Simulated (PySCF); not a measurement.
Gas-phase reaction: 3 CH3SiH3 + vinylsilane → CH3C(CH3)2CH3 + 4 SiH3

Energies from PySCF (xtb for GFN2), thermal terms from the rigid-rotor harmonic-oscillator model, ideal gas at 1 bar. † marks an energy on the PBE0/def2-TZVP geometry and frequencies; other levels use their own. CCSD(T) freezes the core. 6-31G* has spherical d functions here. Open shells (unrestricted): SiH3 (multiplicity 2); the rest are closed-shell singlets. GFN2 has no spin-polarisation term. CCSD(T) isn't extrapolated to the basis-set limit. The harmonic model lacks anharmonicity and excited electronic states, which grow with temperature; levels with a mode under 35 cm⁻¹ are left out. Internal rotation in CH3SiH3, vinylsilane, CH3C(CH3)2CH3 is treated as a harmonic vibration of one conformer, which makes the entropy rough.

| level | ΔE electronic, kJ | ΔH°(298 K), kJ | ΔS°(298 K), J/K | ΔG°(2000 K), kJ |
|---|---|---|---|---|
| CCSD(T)/def2-SVP† | 530 | 522 | 121 | 305 |
| GFN2-xTB | 479 | 481 | 117 | 275 |
| HF/6-31G* | 449 | 441 | 120 | 225 |
| HF/def2-TZVP† | 477 | 469 | 121 | 252 |
| M06-2X/def2-TZVP† | 587 | 579 | 121 | 361 |
| PBE0/def2-SVP† | 546 | 537 | 121 | 320 |
| PBE0/def2-TZVP | 573 | 565 | 121 | 347 |
| r2SCAN/def2-TZVP† | 564 | 556 | 121 | 339 |
| LDA/def2-TZVP† | 610 | 602 | 121 | 384 |
| ωB97M-V/def2-TZVP† | 634 | 626 | 121 | 408 |
| ωB97X-V/def2-TZVP† | 621 | 613 | 121 | 396 |
ΔH° is lowest at HF/6-31G* and highest at ωB97M-V/def2-TZVP†. No reference value is set beside these.
